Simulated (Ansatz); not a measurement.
Two isomers of C4H4F2: A = `FCC#CCF`, B = `C=C(F)/C=C/F`.

Computed with Ansatz on PBE0-D4/def2-TZVP structures; ΔE is electronic, products minus reactants. CCSD(T)/CBS is the MP2 limit (def2-TZVPP, def2-QZVPP) plus CCSD(T) − MP2 in def2-TZVPP, frozen cores. DFT in def2-TZVPP. B3LYP here is the variant with VWN-RPA as its local correlation; programs differ in this. One conformer a species, not always the lowest.

Q: Which isomer does CCSD(T)/CBS put lower? Give the gap. (An estimate is asked.)

A: The calculation gave: B, by 88.1 kJ/mol.

Q: Give E(B) − E(A) in kJ/mol with BLYP-D4, CCSD/def2-TZVPP, LDA (SPW92), PBE0-D4, HF/def2-TZVPP, B3LYP, B3LYP-D4. (Best estimate.)

A: Computed: BLYP-D4 -99.9, CCSD/def2-TZVPP -84.4, LDA (SPW92) -117.3, PBE0-D4 -100.2, HF/def2-TZVPP -78.8, B3LYP -93.2, B3LYP-D4 -97.1. None reverses the order clearly.

Q: Does the order hold for the free energy at 298.15 K (harmonic terms from PBE0-D4)? (Estimate.)

A: Ansatz gave: Yes: G(B) − G(A) = -86.7 kJ/mol, for one conformer each. Modes under 60 cm⁻¹, often nearly free rotors, make the harmonic entropy too high.

Largest T1 diagnostic: 0.012.

From PBE to PBE0 (25 % exact exchange), in def2-TZVPP and without D4, E(B) − E(A) moves by +3.7 kJ/mol. At CCSD(T), def2-SVP lies −8.4 kJ/mol from the extrapolated value and def2-TZVPP −0.3 kJ/mol.
